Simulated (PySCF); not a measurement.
Compound: C₄H₅N.
SMILES with atom numbers: `[H]/[N:5]=[CH:4]\[C:3]#[C:2][CH3:1]` (hydrogens: H6, H7, H8 on C1; H9 on C4; H10 on N5)

Cartesian coordinates in Å at the PBE0-D3(BJ)/def2-SVP level; atoms count from 1:
```
atom  x, y, z in Å
C1     2.1896    0.4226   -0.1673
C2     0.7705    0.1239   -0.1386
C3    -0.4219   -0.1111   -0.1133
C4    -1.8259   -0.4031   -0.0853
N5    -2.7782    0.4417   -0.0287
H6     2.4259    1.1265   -0.9807
H7     2.5107    0.8852    0.7793
H8     2.7873   -0.4890   -0.3201
H9    -2.0910   -1.4733   -0.1174
H10   -2.3952    1.3936   -0.0043
```

The closed-shell ground state was solved at several levels (PySCF, density fitting, gas phase, non-relativistic).

| level | basis functions | total energy (Eh) | HOMO (eV) | LUMO (eV) | gap (eV) | dipole (D) |
| --- | --- | --- | --- | --- | --- | --- |
| B3LYP/pcJ-1 | 185 | -210.1178 | -7.46 | -1.39 | 6.07 | 3.46 |
| B97-2/pcSseg-2 | 250 | -210.1031 | -7.46 | -1.33 | 6.13 | 3.51 |
| CAM-B3LYP/def2-SVPD | 140 | -209.8395 | -9.02 | -0.15 | 8.87 | 3.51 |

Task: Estimate the row for PBE0/pcSseg-1, a basis of 110 functions; the other rows only guide the guess.

Result: Total energy -209.8206 Eh, HOMO -7.70 eV, LUMO -1.20 eV, gap 6.50 eV, dipole 3.50 D.

Task: Over all these levels, which gives the widest orbital gap and which the narrowest?

Result: CAM-B3LYP/def2-SVPD (range-separated hybrid) has the widest, 8.87 eV, and B3LYP/pcJ-1 (global hybrid, 20 % exact exchange) the narrowest, 6.07 eV. Functional and basis both differ between the two, so the spread mixes both effects.

Task: How far do the dipole and the HOMO energy spread over the levels?

Result: The dipole runs from 3.46 to 3.51 D (mean 3.50 D) and the HOMO from -9.02 to -7.46 eV.
